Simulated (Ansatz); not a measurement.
**C2H5NO: up Jacob's ladder to CCSD(T)**

An exercise on one series of results from a longer session: the logs are not shown, and one member is left open.

Method: functionals in def2-TZVPP, the program's frozen cores in correlated methods; program: Ansatz 0.2.0, Gaussian basis.

The runs, in order: LDA (SPW92), PBE-D4, revPBE-D4, BLYP-D4, r2SCAN-D4, B97M-V, PBE0-D4, B3LYP-D4, r2SCANh-D4, r2SCAN0-D4, HSE06-D4, BHLYP-D4, CAM-B3LYP-D4, LC-ωPBE, ωB97X-V, ωB97M-V, B2PLYP, PBE-QIDH; CCSD(T)/def2-SVP; CCSD(T)/def2-TZVPP; MP2/def2-QZVPP; extrapolation to the limit; RPA on PBE.

## The geometry

An earlier PBE0-D4 in a triple-zeta def2 set relaxation fixed the geometry.

SMILES `CNC=O`, 9 atoms, charge 0, spin multiplicity 1.

Atoms are counted from 1 here; the program's logs count them from 0.

Bond lengths: C1–N2 1.441 Å, C1–H5 1.093 Å, C1–H6 1.093 Å, C1–H7 1.089 Å, N2–C3 1.351 Å, N2–H8 1.005 Å, C3–O4 1.209 Å, C3–H9 1.106 Å. Angles: N2–C1–H5 111.3°, N2–C1–H6 111.3°, N2–C1–H7 107.5°, H5–C1–H6 108.9°, H5–C1–H7 108.9°, H6–C1–H7 108.8°, C1–N2–C3 122.9°, C1–N2–H8 119.4°, C3–N2–H8 117.6°, N2–C3–O4 125.5°, N2–C3–H9 112.0°, O4–C3–H9 122.5°.

As a file:

```xyz
9
C2H5NO
C    -0.3200    0.5959   -0.8824
N    -0.3387   -0.4045    0.1543
C     0.6573   -0.5469    1.0552
O     1.6609    0.1258    1.1037
H    -0.3618    0.1394   -1.8744
H    -1.1555    1.2928   -0.7778
H     0.6131    1.1489   -0.7879
H    -1.1232   -1.0289    0.2238
H     0.4565   -1.3687    1.7683
```

Set-up of the first run:

in.yaml reads:

```yaml
crystal:
  periodic: [false, false, false]
  atoms:
    - {symbol: C, position_ang: [-0.320008, 0.595917, -0.882364]}
    - {symbol: N, position_ang: [-0.338725, -0.404461, 0.154302]}
    - {symbol: C, position_ang: [0.657272, -0.546874, 1.055210]}
    - {symbol: O, position_ang: [1.660894, 0.125804, 1.103684]}
    - {symbol: H, position_ang: [-0.361833, 0.139374, -1.874365]}
    - {symbol: H, position_ang: [-1.155517, 1.292752, -0.777775]}
    - {symbol: H, position_ang: [0.613086, 1.148898, -0.787858]}
    - {symbol: H, position_ang: [-1.123159, -1.028862, 0.223833]}
    - {symbol: H, position_ang: [0.456490, -1.368748, 1.768332]}
basis:
  gaussian: {orbitals: def2-TZVPP}
hamiltonian: {xc: lda}
output: {orbitals: {seedname: orbitals}}
```

Steps of the session up to this table: LDA; PBE-D4 (GGA); revPBE-D4 (GGA); BLYP-D4 (GGA); r2SCAN-D4 (meta-GGA); B97M-V (meta-GGA); PBE0-D4 (hybrid); B3LYP-D4 (hybrid); r2SCANh-D4 (hybrid); r2SCAN0-D4 (hybrid); HSE06-D4 (hybrid); BHLYP-D4 (hybrid); CAM-B3LYP-D4 (range-separated); LC-ωPBE (range-separated); ωB97X-V (range-separated); ωB97M-V (range-separated); B2PLYP (double hybrid); PBE-QIDH (double hybrid).

One table of the session follows, with a row left open; its other results are not shown here.

It belongs to the step «Frontier levels by functional». 

```
  functional  HOMO (eV)  LUMO (eV)  gap (eV)
 LDA (SPW92)      -6.00      -0.65      5.35
      PBE-D4      -5.84      -0.39      5.44
   revPBE-D4      -5.77      -0.30      5.47
     BLYP-D4      -5.76      -0.30      5.45
   r2SCAN-D4      -6.15      -0.12      6.03
      B97M-V      -6.31      -0.04      6.27
     PBE0-D4      -7.48       0.72      8.20
    B3LYP-D4      -7.23       0.42      7.66
  r2SCANh-D4      -6.78       0.28      7.06
  r2SCAN0-D4          ?          ?         ?
    HSE06-D4      -7.07       0.34      7.41
    BHLYP-D4      -8.80       1.50     10.30
CAM-B3LYP-D4      -8.92       1.67     10.59
     LC-ωPBE     -10.25       2.98     13.24
     ωB97X-V      -9.89       2.82     12.71
     ωB97M-V      -9.81       2.32     12.13
```

**Question.** Estimate the row for r2SCAN0-D4.

Worked estimate for «HOMO (eV)». Against the share of exact exchange, r2SCAN-D4 (0, -6.15), r2SCANh-D4 (0.1, -6.78) give a slope of -6.30 per unit share; at 0.25 the line stands at -7.72.

As computed: HOMO (eV): -7.72; LUMO (eV): 0.89; gap (eV): 8.61. In «HOMO (eV)» the line misses by 0.00.
